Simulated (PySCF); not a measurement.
Species: 1,3-dithiane, C4H8S2.
Geometry (PBE0-D3(BJ)/def2-SVP, Å), atoms numbered from 1 in this order:
```
atom  x, y, z in Å
C1    -1.259    0.066   -0.175
C2    -0.566   -1.263    0.088
S3     0.963   -1.509   -0.859
C4     1.870   -0.059   -0.272
S5     1.091    1.533   -0.633
C6    -0.458    1.279    0.277
H7    -2.220    0.066    0.368
H8    -1.488    0.156   -1.249
H9    -0.347   -1.383    1.164
H10   -1.215   -2.102   -0.204
H11    2.841   -0.062   -0.787
H12    2.059   -0.148    0.811
H13   -1.033    2.204    0.115
H14   -0.237    1.221    1.357
```

The closed-shell ground state was solved at several levels (PySCF, density fitting, gas phase, non-relativistic).

```csv
level,basis functions,total energy (Eh),HOMO (eV),LUMO (eV),gap (eV),dipole (D)
CAM-B3LYP/def2-SVPD,198,-953.1990,-7.62,1.01,8.63,2.27
mPW1PW91/pcSseg-2,342,-953.7318,-6.31,0.20,6.51,2.23
```

**Question.** What might PBE0/pcSseg-1 (156 basis functions) give for the same quantities?

**Answer.** Total energy -953.0998 Eh, HOMO -6.32 eV, LUMO 0.51 eV, gap 6.83 eV, dipole 2.27 D.

**Question.** Over all these levels, which gives the widest orbital gap and which the narrowest?

**Answer.** CAM-B3LYP/def2-SVPD (range-separated hybrid) has the widest, 8.63 eV, and mPW1PW91/pcSseg-2 (global hybrid, 25 % exact exchange) the narrowest, 6.51 eV. Functional and basis both differ between the two, so the spread mixes both effects.

**Question.** How far do the dipole and the HOMO energy spread over the levels?

**Answer.** The dipole runs from 2.23 to 2.27 D (mean 2.26 D) and the HOMO from -7.62 to -6.31 eV.

One conformer stands for the species.
